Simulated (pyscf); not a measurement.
F–SiH₃ + H atom (H•) → F–SiH₃ + H atom (H•) (substitution at Si; doublet surface; H–Si broken, H–Si formed). Optimised with ωB97X-D3(BJ)/def2-SVP in PySCF. Correlated levels are frozen-core, on RHF or UHF. ΔMP2 is the change of the MP2 total energy from the triple- to the quadruple-zeta basis. Energies in kcal/mol from the separated reactants.

```tsv
level	barrier	reaction energy
PBE/def2-TZVP	[?]	0.0
PBE0-D3(BJ)/def2-TZVP	8.6	0.0
M06-2X/def2-TZVP	13.6	0.0
HF/def2-TZVP	29.6	0.0
CCSD/def2-TZVPP	16.1	0.0
CCSD(T)/def2-TZVPP	15.1	0.0
CCSD(T)/def2-TZVPP + ΔMP2(QZVPP)	[?]	0.0
```

Q: Complete the blanks.

A: 
- PBE/def2-TZVP, barrier: 5.5
- CCSD(T)/def2-TZVPP + ΔMP2(QZVPP), barrier: 14.5

Of the functionals in the table, M06-2X is closest to CCSD(T)/def2-TZVPP + ΔMP2(QZVPP) in the barrier (0.8 kcal/mol apart) and PBE least close (9.0 kcal/mol); that level has limits of its own. The same reactants have a lower exit, to F–SiH₂• + H₂ (barrier +5.8 kcal/mol at ωB97M-D3(BJ), against +12.4 kcal/mol here). This is the saddle that the search found; another between the same sides may lie lower. The angle at the attacked Si is 67° (front-side attack). The CCSD(T) − MP2 part came from Ansatz, without density fitting, on the same reference.
